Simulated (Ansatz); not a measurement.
Two structures of AlNH3Cl, closed shell, reached by relaxing down either side of one saddle point (PBE0-D4/def2-TZVP). Energies are electronic, without zero-point energy. Program: Ansatz 0.2.0. Basis: def2-TZVPP and def2-QZVPP. Cores are frozen in the correlated methods. Extrapolation: Hartree–Fock as exp(−7.88 √X), correlation as X^−2.97. First:

```json
{"atom": "Al1", "x (Å)": "-0.3074", "y (Å)": "-0.3449", "z (Å)": "-0.6211"}
{"atom": "N2", "x (Å)": "0.5519", "y (Å)": "0.3299", "z (Å)": "0.7536"}
{"atom": "H3", "x (Å)": "0.3455", "y (Å)": "-1.4204", "z (Å)": "-1.5607"}
{"atom": "Cl4", "x (Å)": "-2.2596", "y (Å)": "0.3391", "z (Å)": "-0.9742"}
{"atom": "H5", "x (Å)": "1.4902", "y (Å)": "0.0763", "z (Å)": "1.0171"}
{"atom": "H6", "x (Å)": "0.1794", "y (Å)": "1.0200", "z (Å)": "1.3853"}
```

Second:

Al1  (-1.063, -1.212, -0.685)
N2  (0.633, -0.018, 0.209)
H3  (1.429, 0.053, -0.417)
Cl4  (-2.235, 0.665, -0.572)
H5  (0.969, -0.403, 1.086)
H6  (0.268, 0.915, 0.379)
(Å)

Task: Which bonds change from the first to the second?

Result: AlNH₃Cl ([NH2][AlH][Cl]) → AlCl + NH₃ (still joined by a long Al–N bond); bonds formed: N2–H3; bonds broken: Al1–H3; bonds weakened to dative contacts: Al1–N2.

Task: Give the saddle point's structure and its height above each. (An estimate is asked for; the value comes from the calculation.)

Result: By the calculation: 286.5 kJ/mol above the first and 183.4 kJ/mol above the second (CCSD(T) at an estimated basis limit (MP2 extrapolated from triple and quadruple zeta, plus CCSD(T) − MP2 in triple zeta)).
Al1  (-0.723, -0.770, -0.593)
N2  (0.519, 0.146, 0.476)
H3  (0.936, -0.480, -0.826)
Cl4  (-2.472, 0.409, -0.863)
H5  (1.146, -0.426, 1.035)
H6  (0.595, 1.122, 0.771)
(Å)

T1 diagnostic: at most 0.016. The restricted Hartree–Fock reference is unstable towards an unrestricted one at one or more of these structures. A large double-excitation amplitude points to some diradical character; no triplet was computed. The end structure is not quite a true minimum (one mode of 56i cm⁻¹).

Labels in which every atom is bracketed show which atoms are joined, not bond orders.

For scale, one of the runs: CCSD(T)/def2-TZVPP, 157 basis functions, launched by `ansatz run in.yaml --threads 2 --pin off --events-out ev --progress --plain --max-ram 4352MiB`. Time: 13 s of wall clock on 2 CPU threads of an Arm Neoverse V2; the host was shared. Peak host memory: 1 GiB.
